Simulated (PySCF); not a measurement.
**LiCl: calculation against experiment**

**Measured values to compare with.**

Liu, Meijer, Perez-Rios, Phys. Chem. Chem. Phys. 22 (2020) 24191 lists, for the gas: dipole moment 7.1289 D.

How close the calculation comes is told at the end.

Compound: LiCl.
SMILES with atom numbers: `[Li:1][Cl:2]`

Geometry (PBE0-D3(BJ)/def2-SVP, Å), atoms numbered from 1 in this order:
```
atom  x, y, z in Å
Li1    0.9959   -0.0036   -0.0022
Cl2   -1.0088    0.0045   -0.0120
```

Runs made with PySCF (gas phase, on this PBE0-D3(BJ)/def2-SVP geometry; no spin–orbit coupling):

```
                             level                                          job  basis functions  wall time
PBE0-D3(BJ)/def2-SVP, grid level 1  geometry optimisation from a GFN2-xTB start               27      1.2 s
```

Hardware: an Arm Neoverse V1 with one thread, no GPU, on a shared host.

## Comparison

**Dipole moment.** Measured: 7.1289 D (Liu, Meijer, Perez-Rios, Phys. Chem. Chem. Phys. 22 (2020) 24191).

| level | computed (D) | computed − measured (D) | % (from the printed values) |
| --- | --- | --- | --- |
| PBE0-D3(BJ)/def2-SVP | 6.589 | -0.540 | -8 |

The computed dipoles belong to one fixed geometry; measured ones are averaged over vibrations unless marked μe. Magnitudes are compared, not signs.

The geometry is computed, not the measured one. Where a level misses, the cause wasn't examined.
